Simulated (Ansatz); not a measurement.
## Other spins and charges of HGe–CH₃, triplet at one geometry

Geometry (PBE0/def2-TZVP stationary point for this spin, not checked as a minimum):

```xyz
6

Ge    0.0000   -0.0339    0.3367
C     0.0000    0.0760   -1.6330
H     0.0000    1.2646    1.1794
H     0.0000   -0.9316   -2.0470
H     0.8946    0.6023   -1.9682
H    -0.8946    0.6023   -1.9682
```

Basis cc-pVDZ; Ansatz 0.2.0. Only valence electrons are correlated (noble-gas cores and the filled d shells of p-block atoms frozen). R marks a restricted (for open shells ROHF) determinant, U an unrestricted one. No spin–orbit coupling is included, and no scalar relativity.

Gaps are energies of the second state less the first, at fixed atoms, for a selection of the levels run; each method lands on the state that its own search finds for that charge and spin.

For open shells CISD is restricted-active-space CI with the open shells as a complete middle space.

Removing an electron, to the quartet: 11.145 eV at UCCSDT(Q).

| level | gap (eV) | error (meV) |
| --- | --- | --- |
| UHF | 10.399 | -746 |
| UMP2 | 11.222 | 77 |
| UCCSD(T) | 11.147 | 2 |
| BCCD(T) | 11.154 | 9 |
| UCCSDT | 11.144 | -1 |
| PBE | 11.183 | 38 |
| r2SCAN | 11.224 | 79 |
| B3LYP | 11.284 | 139 |
| B2PLYP | 11.204 | 59 |
| RPA-PBE | 11.288 | 143 |

**Question.** PBE gives 7.365 eV for quintet less triplet. Estimate what UCCSDT(Q) gives in cc-pVDZ.

**Answer.** UCCSDT(Q) in cc-pVDZ gives 7.620 eV, so against it PBE is off by -0.255 eV, of which a good part can be the reference's own basis and frozen-core error.

```tsv
level	gap (eV)	error (meV)
UHF	7.294	-326
UCCSD	7.630	10
UCCSD(T)	7.629	9
BCCD(T)	7.635	15
UCCSDT	7.621	1
PBE0	7.480	-140
B3LYP	7.538	-82
wB97M-V	7.768	148
B2PLYP	7.624	4
RPA-PBE	7.673	53
```

Removing an electron, to the doublet: 7.116 eV at UCCSDT(Q).

| level | gap (eV) | error (meV) |
| --- | --- | --- |
| UMP2 | 7.110 | -6 |
| CISD | 7.072 | -44 |
| UCCSD | 7.112 | -4 |
| BCCD(T) | 7.111 | -5 |
| UCCSDT | 7.116 | 0 |
| PBE | 7.150 | 34 |
| PBE0 | 7.248 | 132 |
| wB97M-V | 7.117 | 1 |
| B2PLYP | 7.079 | -37 |
| RPA-PBE | 7.187 | 71 |

In so small a basis the reference is far from its limit while semilocal and hybrid functionals are nearer theirs (RPA and double hybrids share part of the reference's basis error), so the functionals' errors here hold much of the reference's basis and frozen-core error, which can add to them or hide them.

Full CI isn't at hand for all of this; UCCSDT(Q) serves as the reference, and is uncertain by the last step of the cluster series or more. The frozen core follows each run's orbitals, which can shift R against U totals by a few meV for light atoms and by up to 0.1 eV past Ca.
